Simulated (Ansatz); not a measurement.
**SiH2MeF (CH5FSi): geometry, orbitals and charge**

Aim: characterise SiH2MeF (CH5FSi) as a singlet: its structure, frontier levels and distribution of charge.

The runs use Ansatz 0.2.0, Gaussian basis; RKS PBE0-D4/def2-TZVP.

The runs, in order: relaxation at PBE-D4/def2-TZVP; a single point at PBE0-D4/def2-TZVP.

## 1. Where the work starts

8 atoms, charge 0, spin multiplicity 1.

Atoms are counted from 1 here; the program's logs count them from 0.

Bond lengths: Si1–H2 1.456 Å, Si1–H3 1.456 Å, Si1–C4 1.890 Å, Si1–F8 1.613 Å, C4–H5 1.085 Å, C4–H6 1.087 Å, C4–H7 1.088 Å. Angles: H2–Si1–H3 113.9°, H2–Si1–C4 112.8°, H2–Si1–F8 104.4°, H3–Si1–C4 112.9°, H3–Si1–F8 104.4°, C4–Si1–F8 107.5°, Si1–C4–H5 111.5°, Si1–C4–H6 111.2°, Si1–C4–H7 111.2°, H5–C4–H6 107.7°, H5–C4–H7 107.6°, H6–C4–H7 107.5°.

As a file:

```csv
atom,x (Å),y (Å),z (Å)
Si1,0.4698,-0.6799,0.3380
H2,0.4081,-0.7861,1.7887
H3,1.8139,-0.8078,-0.2058
C4,-0.4513,0.8307,-0.3266
H5,-0.0213,1.7550,0.0457
H6,-1.4982,0.8127,-0.0338
H7,-0.4165,0.8665,-1.4131
F8,-0.3045,-1.9912,-0.1932
```

The start is a GFN2-xTB geometry.

## 2. Optimising with PBE-D4/def2-TZVP

in.yaml reads:

```yaml
crystal:
  periodic: [false, false, false]
  atoms:
    - {symbol: Si, position_ang: [0.469780, -0.679870, 0.338040]}
    - {symbol: H, position_ang: [0.408100, -0.786060, 1.788700]}
    - {symbol: H, position_ang: [1.813870, -0.807760, -0.205760]}
    - {symbol: C, position_ang: [-0.451290, 0.830660, -0.326560]}
    - {symbol: H, position_ang: [-0.021280, 1.755050, 0.045670]}
    - {symbol: H, position_ang: [-1.498220, 0.812740, -0.033830]}
    - {symbol: H, position_ang: [-0.416480, 0.866460, -1.413090]}
    - {symbol: F, position_ang: [-0.304480, -1.991210, -0.193180]}
basis:
  gaussian: {orbitals: def2-TZVP}
hamiltonian: {xc: pbe, dispersion: d4}
scf: {lower_state_search: "off"}
output: {orbitals: {seedname: orbitals}}
relax: {f_tol: 0.02, max_steps: 100}
```

Launch:

```console
$ ansatz run in.yaml --threads 4 --pin off --events-out ev --progress --plain --max-ram 3916MiB
```

After this run come: Single point, PBE0-D4/def2-TZVP.

**Question.** What will the summary of the whole plan be? Wanted: point group; commonest bond, hydrogen aside; HOMO, LUMO at PBE0-D4/def2-TZVP; dipole at PBE-D4/def2-TZVP.

**Answer**, as computed:

| quantity | value |
| --- | --- |
| point group | Cs |
| commonest bond, hydrogen aside | F–Si, 1 of mean length 1.623 Å |
| HOMO, LUMO at PBE0-D4/def2-TZVP | -9.24, 0.45 eV |
| dipole at PBE-D4/def2-TZVP | 1.73 D |

What this shows: The molecule keeps its bonding pattern by the stored test; the atoms moved 0.04 Å (rms). No usable vibrations, so a minimum isn't proven. The point group is read from a loosely relaxed geometry; soft torsions can leave it below the true symmetry.
